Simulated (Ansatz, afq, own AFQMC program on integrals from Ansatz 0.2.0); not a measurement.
HfN⁺, quintet: AFQMC among the cluster methods

```xyz
2

Hf    0.0000    0.0000    0.0000
N     0.0000    0.0000    1.7854
```

Basis def2-SVP with its core potentials. Only valence electrons are correlated. Ansatz 0.2.0 and our own AFQMC program on the same integrals; the CISD trial comes from CCSD amplitudes, and released means the phaseless constraint is let go. ± is one standard error of the sampling. No spin–orbit coupling. The metal's outer-core s and p shells are frozen, which shifts wave-function levels against functionals.

Determinant: UHF, the one that the program's search chose, which needn't be the lowest solution. The geometry is a PBE0/def2-TZVP stationary point of this or a neighbouring charge and spin state.

No full CI on the walks' own integrals is used here; CCSDT(Q) serves as the reference and is uncertain by about the last step of the cluster series.

Cautions: no spin-orbit coupling; outer-core shells of the metal frozen; lower spins were not checked; higher spins were not checked.

The T1 diagnostic is 0.0239 and the weight of the determinant in the CISD state is 0.926. The ⟨S²⟩ of the determinant is 6.015. The size of the correlated space is 8 electrons in 41 orbitals.

| level | correlation energy (eV) |
| --- | --- |
| MP2 | -3.5488 |
| CCSD | -4.0570 |
| CCSD(T) | -4.2034 |

Q: Estimate where AFQMC with the constraint released lies against CCSD(T) on the same integrals.

A: 2.7 ± 0.5 kJ/mol below CCSD(T).

Reference: CCSDT(Q), correlation energy -4.234 eV. The released energy is read at 4.20 1/Eh (meV from the phaseless value at times in 1/Eh: -12 ± 3 at 0.60, -20 ± 3 at 1.20, -20 ± 3 at 2.00, -25 ± 4 at 3.00, -22 ± 5 at 4.20).

| level | E − E(reference) (kJ/mol) | share of correlation (%) |
| --- | --- | --- |
| CCSD(T) | 3.0 | 99.27 |
| CCSDT | 0.8 | 99.81 |
| ph-AFQMC/CISD | 2.5 ± 0.2 | 99.39 |
| released AFQMC | 0.3 ± 0.5 | 99.92 |

A walk keeps the symmetry of its determinant, which the program's search chose and which needn't be the lowest solution, so a lower state of the same spin and another symmetry isn't excluded. Released energies are given only where the last usable release times agree within the noise; a slower fall can still hide under it.
